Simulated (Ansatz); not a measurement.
A made-up structure of AlSiH4F, singlet:

F1  (-2.202, 0.190, 0.050)
Si2  (-0.797, -0.210, -0.632)
Al3  (1.109, 0.282, 0.856)
H4  (-0.879, -1.658, -0.982)
H5  (-0.711, 0.535, -1.923)
H6  (0.908, 0.917, 2.296)
H7  (0.127, -1.265, -0.406)
(Å)

It is relaxed with PBE-D4/def2-SVP and then PBE0-D4/def2-TZVP (Ansatz 0.2.0). Atoms count as bonded within 1.22 times the sum of their covalent radii (H–H: 0.88 Å). The end point is not checked to be a true minimum.

Q: Does its bonding change? (Judge from chemistry; the calculation decides.)

A: Computed: Yes. Formed: Al3–H7; broken: Si2–H7.

Where it ends: The first stage lowers the energy by 4.66 eV in 14 steps. It ends as AlSiH₄F ([F][SiH2][AlH2]):
F1  (-2.436, 0.552, -0.003)
Si2  (-1.201, -0.217, -0.699)
Al3  (0.832, -0.122, 0.697)
H4  (-1.646, -1.618, -0.952)
H5  (-0.995, 0.411, -2.037)
H6  (0.857, 0.621, 2.098)
H7  (2.145, -0.835, 0.154)
(Å)

Labels in which every atom is bracketed show which atoms are joined, not bond orders.

For scale, one of the runs: PBE0-D4/def2-TZVP relaxation, 129 basis functions, launched by `ansatz run in.yaml --threads 2 --pin off --events-out ev --progress --plain --max-ram 4352MiB`. Hardware: 2 CPU threads of an Arm Neoverse V2, shared host. Wall time about 21 s.
